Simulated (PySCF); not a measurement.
Relaxation of quartet NO2

These are results of PySCF, UPBE0, basis N def2-TZVP, O def2-TZVP (no relativity, density fitting), not measurements. A (50,194) grid was used.

A hand-made end-on start, of Cs symmetry, held to at least that symmetry:

```xyz
3
charge 0 multiplicity 4, angstrom
N    -0.4357    0.0000   -1.2104
O    -0.4357    0.0000    0.1698
O     0.8171    0.0000    0.8898
```

Question: What forces act on the atoms at the start (eV/Å)?

Answer: 
```json
{"atom": "N1", "Fx": "0.91", "Fy": "0.00", "Fz": "2.11"}
{"atom": "O2", "Fx": "0.76", "Fy": "0.00", "Fz": "-0.15"}
{"atom": "O3", "Fx": "-1.66", "Fy": "0.00", "Fz": "-1.96"}
```

Question: What does it relax to?

Answer: It ends at Cs with N–O 1.364 Å, O–O 1.337 Å; N–O–O 105.3°. A frequency run shows a minimum.

Question: How much energy is released, and in how many steps?

Answer: 34.4 kJ/mol in 6 steps.

At this level a doublet minimum of C2v symmetry lies 454 kJ/mol below this structure.

The relaxation took 8.1 s on 2 threads of a shared Intel Xeon @ 2.60GHz (Ice Lake) host, with 93 basis functions and 7 gradients; the process peaked at 0.49 GiB.
